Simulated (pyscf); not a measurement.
**Routes from F–WH₂(F)(F)–F (SMILES [F][WH2]([F])([F])[F]) + H₂ (SMILES [H][H])**

Candidate steps break at most two bonds and form at most two. Each was searched with GFN2-xTB (tblite) first. Single points on ωB97X-D3(BJ)/def2-SVP structures (PySCF, gas phase). Energies: ωB97M-D3(BJ)/def2-TZVP, eV, from the separated reactants, singlet surface; ΔG‡ with ideal gas, 1 atm, RRHO with modes under 100 cm⁻¹ raised to 100, one conformer, R ln 2 for chiral ones without a mode under 150 cm⁻¹.

```
products                            type   ΔE‡     ΔE  ΔG‡ 298 K  ΔG‡ 900 K  ν‡ (cm⁻¹)
------------------  --------------------  ----  -----  ---------  ---------  ---------
F–WH₂(F)(F)–F + H₂  four-centre exchange  0.72   0.00       1.19       2.04       883i
HF + F–WH₃(F)–F     four-centre exchange  1.15  +1.21          –          –      1002i
```

A dash marks a saddle under its separated products, where this table gives no free-energy barrier. Row 2: On the product side the descent ends in an adduct with a F–W contact, 0.65 eV under the separated species and 0.54 eV under the saddle at ωB97X-D3(BJ)/def2-TZVP. 

Plain bond fissions and candidates not yet searched are not listed, and one of them may be faster. Each barrier is that of the saddle found; lower ones may exist. Elements past Kr carry the def2 core potentials, without spin-orbit coupling.
